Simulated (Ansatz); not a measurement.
# SiH$_{2}$, singlet: the ladder up to full CI

Geometry: a PBE0/def2-TZVP stationary point for this spin, not checked as a minimum.

```xyz
3

Si    0.0000   -0.0715    0.0000
H     0.0000    0.9958   -1.0900
H     0.0000    0.9958    1.0900
```

Basis cc-pVDZ; Ansatz 0.2.0. Only valence electrons are correlated (noble-gas cores frozen), which leaves 6 electrons in 23 orbitals. Prefix R: restricted or restricted open-shell reference; prefix U: unrestricted. Active spaces: pair = (2e, 2o) about the gap; valence = (6e, 6o) chosen from the atoms' valence shells.

Full CI is exact within this basis and frozen core; it isn't the basis-set limit. The frozen core follows each run's orbitals, which can shift R against U totals by a few meV.

The UHF ⟨S²⟩ is 0.379 and the T1 diagnostic (RCCSD) is 0.0137. The largest doubles amplitude (RCCSD) is 0.106.

```json
{"level": "RMP2", "E − E(RHF) (eV)": "-2.4039"}
{"level": "RCCSD", "E − E(RHF) (eV)": "-3.1795"}
{"level": "RCCSD(T)", "E − E(RHF) (eV)": "-3.2406"}
```

(1) Estimate how far full CI in cc-pVDZ lies from RCCSD(T). The table doesn't fix it; the size of (T) and the diagnostics are the guide.

(1) Full CI in cc-pVDZ lies 1.9 kJ/mol below RCCSD(T), which is 32 % of the (T) step (-5.9 kJ/mol). RHF is unstable towards spin polarisation, and the rest is a large part of (T).

The other levels:

| level | E − E(full CI) (kJ/mol) | share of correlation (%) | wall time |
| --- | --- | --- | --- |
| CISD | 21.3 | 93.24 | 0.42 s |
| BCCD(T) | 1.9 | 99.40 | 0.24 s |
| RCCSDT | 0.3 | 99.90 | – |
| CISDTQ | 0.4 | 99.86 | 0.99 s |
| RCCSDT(Q) | 0.1 | 99.98 | 0.63 s |
| RCCSDTQ | 0.0 | 100.00 | 4.4 s |
| CASSCF (pair space) | 262.4 | 16.59 | – |
| NEVPT2 (pair space) | 73.2 | 76.74 | 0.24 s |
| MRCISD (pair space) | 14.3 | 95.47 | – |
| MRCISD+Q (pair space) | -1.4 | 100.43 | 0.39 s |
| CASSCF (valence space) | 184.7 | 41.29 | – |
| NEVPT2 (valence space) | 60.4 | 80.81 | 0.33 s |
| MRCISD (valence space) | 8.4 | 97.33 | – |
| MRCISD+Q (valence space) | 1.1 | 99.64 | 0.69 s |

The correlation energy at full CI, counted from RHF, is -3.260 eV. That run took 2.8 s on 1 thread of Arm Neoverse V1, shared host over 786,897 determinants.

Run but not shown, since their state or frozen core can't be matched to the reference's or they repeat it: UHF.

Times hold each run's SCF and search for its determinant on a shared host, so for small cases they say little of a method's own cost; they ran on 1 thread of Arm Neoverse V1.

Not variational, and here over 5 meV under the exact energy: MRCISD+Q (pair space).

The full-CI state has the irrep A1 of C2v, in the program's axes.

Natural occupations of full CI about the gap: 1.961 1.947 1.892 0.067 0.042 0.025 0.013 0.009 0.008 0.008; effectively unpaired electrons, Σ n²(2−n)², 0.09.
